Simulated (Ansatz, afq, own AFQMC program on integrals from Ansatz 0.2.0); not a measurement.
Two steps: Ansatz 0.2.0 writes the Fock matrix and Cholesky factors of the valence space, and afq projects on them the lowest state that overlaps trial and start.

```yaml
crystal:
  periodic: [false, false, false]
  atoms:
    - {symbol: C, position_ang: [0.000000, 0.000000, 0.000000]}
    - {symbol: H, position_ang: [1.079931, 0.014026, -0.000321]}
    - {symbol: H, position_ang: [-0.552113, 0.928231, -0.002734]}
    - {symbol: H, position_ang: [-0.527818, -0.942256, 0.003055]}
basis:
  gaussian: {orbitals: cc-pVDZ}
magnetization: {spin_polarized: true, initial_magnetization: 1}
correlation: {method: ccsd_t, electrons: outside_noble_gas, hamiltonian_folder: ham}
```

```sh
$ ansatz run in.yaml --threads 1 --pin off --events-out ev --progress --plain --max-ram 1382MiB
```

afq runs on the folder ham with

```
--method free --trial cisd --walkers 70 --time-step 0.03 --max-blocks 80 --target-error 0.00032 --factor-cut 1e-05 --seed 7941 --times 0,0.3,0.6,1.2,1.8,2.4,3.6,4.8,6 --taylor-order 8
```

Times are imaginary, in 1/Eh. The walk had a cap of 534 s.

Output of the walk:

```
orbitals 28  electrons 4 3  factors 212 of 259
reference energy -39.56381394 Eh
CCSD correlation -0.14948741 Eh in 8 cycles, weight of the determinant in the CISD state 0.9407
repeat  energy at the last time / Eh  error
    10  -39.715211  0.000556
    20  -39.715367  0.000344
    30  -39.715738  0.000408
    40  -39.715698  0.000324
time / (1/Eh)  energy / Eh  error  mean overlap
  0.00  -39.713147  0.000058  1.0614
  0.30  -39.715365  0.000091  1.0539
  0.60  -39.716008  0.000094  1.0519
  1.20  -39.716459  0.000129  1.0372
  1.80  -39.716664  0.000171  1.0199
  2.40  -39.716486  0.000150  1.0305
  3.60  -39.716630  0.000182  1.0412
  4.80  -39.716443  0.000245  1.0812
  6.00  -39.715702  0.000312  1.1535
energy -39.715702 +/- 0.000312 Eh
```

The run failed at least one of its tests; the cautions name the faults.

Against this walk (error 8.5 meV) on the same determinant: CCSD(T) 5.2 meV lower (within the noise), CCSDT(Q) 19.3 meV lower. The error is statistical, and a free projection of finite length keeps a remainder of its start. The last points scatter (meV from the last: -26 ± 5 at 1.80, -21 ± 4 at 2.40, -25 ± 5 at 3.60, -20 ± 7 at 4.80, 0 ± 8 at 6.00); the last is the one printed as the energy, and the gaps above move with that scatter.

Cautions: remainder of the start not in the error; start not forgotten.

The walk took 92 s on 1 thread of Arm Neoverse V1, with other jobs on the host. The log's last line is the free-projection energy.

CCSDT and higher add their correlation energy to the determinant of the CCSD(T) run, since their own runs factorise the integrals more tightly (a shift of under 2 meV). A walk keeps the symmetry of its determinant, which the program's search chose and which needn't be the lowest solution, so a lower state of the same spin and another symmetry isn't excluded.
